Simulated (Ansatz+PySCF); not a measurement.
Values are calculated unless marked as measured or tabulated.
A run of PySCF 2.14.0 on triplet PH₂(+) at this shape:

```csv
atom,x (Å),y (Å),z (Å)
P,0.0000,0.0000,0.0000
H,2.8684,0.0000,0.0000
H,-2.6635,0.0000,0.0000
```

Its results:

| Property | Result |
| --- | --- |
| Converged | yes |
| Reference energy | -341.29957 hartree |
| CCSD correlation energy | -0.04915 hartree |
| Triples correction | -0.00180 hartree |
| Total energy | -341.35052 hartree |
| Spin squared of the determinant | 2.809 |

Q: Which input gives this output? Name the method, the orbitals and the basis set, and write the input.

A: UHF-CCSD(T) in 6-31G.

```python
from pyscf import gto, scf, cc

mol = gto.M(atom="""
P 0.000000 0.000000 0.000000
H 2.868400 0.000000 0.000000
H -2.663490 0.000000 0.000000
""", basis='6-31g', charge=1, spin=2)
mf = scf.UHF(mol)
mf.kernel()
mycc = cc.CCSD(mf, frozen=5).run()
et = mycc.ccsd_t()
print(mf.e_tot, mycc.e_corr, et, mycc.e_tot + et)
```

This is not the lowest solution: another run reaches a determinant 0.74 eV lower. Caution: bonds are stretched, where a single reference can fail; the unrestricted determinant is a mixture of spin states.
